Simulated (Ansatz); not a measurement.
Density of states of Ti$_{3}$Sn (P6_3/mmc, a = 5.839 Å, b = 5.839 Å, c = 4.700 Å, α = 90.00°, β = 90.00°, γ = 120.00°), in states per eV and primitive cell, averaged over bins of 0.3 eV. The calculation used DFT PBEsol, scalar-relativistic, plane waves, PAW in Ansatz.

Cutoff 420 eV; k points 6×6×8 on the computed 8-atom cell (Γ-centred); Gaussian smearing, width 0.10 eV; no spin polarisation.

The cell is relaxed at this level. The states (both spins) are summed by tetrahedra on a 9×9×12 mesh at the self-consistent density. Energies are bin centres; the table starts no lower than −8 eV and ends at 6 eV, or lower where the solved bands end.

It is a metal at this level.

```csv
E − E_F (eV),total,Ti 3d,Sn 5p,Ti 4s,Sn 5s
-7.90,4.95,0.76,0.11,0.58,3.37
-7.60,1.31,0.33,0.03,0.06,0.88
-7.30,0.00,0.00,0.00,0.00,0.00
-7.00,0.00,0.00,0.00,0.00,0.00
-6.70,0.00,0.00,0.00,0.00,0.00
-6.40,0.00,0.00,0.00,0.00,0.00
-6.10,0.00,0.00,0.00,0.00,0.00
-5.80,0.00,0.00,0.00,0.00,0.00
-5.50,0.00,0.00,0.00,0.00,0.00
-5.20,0.26,0.02,0.09,0.12,0.00
-4.90,1.38,0.17,0.51,0.53,0.05
-4.60,3.64,0.56,1.50,1.18,0.12
-4.30,2.63,0.53,1.12,0.69,0.11
-4.00,4.34,1.11,1.89,0.94,0.16
-3.70,2.66,0.74,1.17,0.52,0.10
-3.40,2.37,0.75,1.05,0.38,0.09
-3.10,3.09,1.15,1.36,0.38,0.09
-2.80,6.08,2.37,2.65,0.79,0.07
-2.50,4.74,2.43,1.76,0.43,0.01
-2.20,8.63,5.00,2.89,0.52,0.02
-1.90,9.35,6.03,1.48,1.49,0.04
-1.60,3.53,2.43,0.54,0.41,0.01
-1.30,3.14,2.59,0.22,0.22,0.00
-1.00,6.84,5.83,0.33,0.41,0.01
-0.70,15.78,13.96,0.52,0.54,0.06
-0.40,9.84,8.55,0.49,0.25,0.06
-0.10,6.11,5.36,0.42,0.10,0.01
0.20,12.00,10.95,0.49,0.14,0.02
0.50,13.50,12.35,0.48,0.16,0.04
0.80,4.90,4.55,0.16,0.07,0.01
1.10,7.19,6.58,0.13,0.22,0.03
1.40,9.37,8.66,0.10,0.20,0.05
1.70,15.39,14.31,0.17,0.26,0.10
2.00,13.57,12.32,0.16,0.33,0.22
2.30,18.04,17.10,0.21,0.26,0.08
2.60,8.99,7.82,0.20,0.53,0.11
```

The columns after the total are the main Löwdin projections on the occupied valence shells of the potentials; 3 others are left out. The rest of the total lies in those, in shells that are empty in the free atom, which aren't projected, and between the atoms.

Whether Ti3Sn exists in this form wasn't checked.

Cost: 1 run of about 1.5 core-minutes, on Intel Xeon Platinum 8559C (Emerald Rapids) (shared hosts).